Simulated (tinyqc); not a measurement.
Inside a calculation. Method: extended Hueckel theory, for CH4+. The parameters take no account of the charge, which enters only through the electron count. One step of it, computed by the program tinyqc.

Problem. Mulliken analysis. P = C n C^T; charge = valence electrons (H 1, C 4) minus the sum of (P S)_ii on the atom; overlap population = 2 sum P_ij S_ij between two atoms.

coefficients:
```
,MO1,MO2,MO3,MO4,MO5,MO6,MO7,MO8
1C 2s,0.726499,0.000000,0.000000,0.000000,0.000000,0.000000,0.000000,1.632768
1C 2px,0.000000,0.262869,-0.059961,0.426164,-0.118070,0.275938,1.137330,0.000000
1C 2py,0.000000,-0.426917,-0.099393,0.249348,0.584697,1.004127,-0.182921,0.000000
1C 2pz,0.000000,-0.054347,0.490752,0.102570,1.013800,-0.546981,0.237954,0.000000
2H 1s,0.128729,-0.142343,0.215995,0.507131,-0.772150,-0.382357,-0.621904,-0.727155
3H 1s,0.128729,0.485003,-0.294156,0.048391,0.895315,0.094513,-0.564497,-0.727155
4H 1s,0.128729,-0.414160,-0.345558,-0.182096,0.162226,-0.665094,0.812718,-0.727155
5H 1s,0.128729,0.071500,0.423719,-0.373427,-0.285391,0.952938,0.373683,-0.727155
```

occupations: 2.000000  1.666667  1.666667  1.666667  0.000000  0.000000  0.000000  0.000000

overlap S, lower triangle:
```
,1C 2s,1C 2px,1C 2py,1C 2pz,2H 1s,3H 1s,4H 1s,5H 1s
1C 2s,1.000000
1C 2px,0.000000,1.000000
1C 2py,0.000000,0.000000,1.000000
1C 2pz,0.000000,0.000000,0.000000,1.000000
2H 1s,0.501422,0.286885,0.286885,0.286885,1.000000
3H 1s,0.501422,0.286885,-0.286885,-0.286885,0.154713,1.000000
4H 1s,0.501422,-0.286885,0.286885,-0.286885,0.154713,0.154713,1.000000
5H 1s,0.501422,-0.286885,-0.286885,0.286885,0.154713,0.154713,0.154713,1.000000
```

Give: charges; Overlap populations.

Solution.

charges: 1C 0.347, 2H 0.163, 3H 0.163, 4H 0.163, 5H 0.163

Overlap populations:
```
pair,value
2-1,0.663093
3-1,0.663093
3-2,-0.045458
4-1,0.663093
4-2,-0.045458
4-3,-0.045458
5-1,0.663093
5-2,-0.045458
5-3,-0.045458
5-4,-0.045458
```
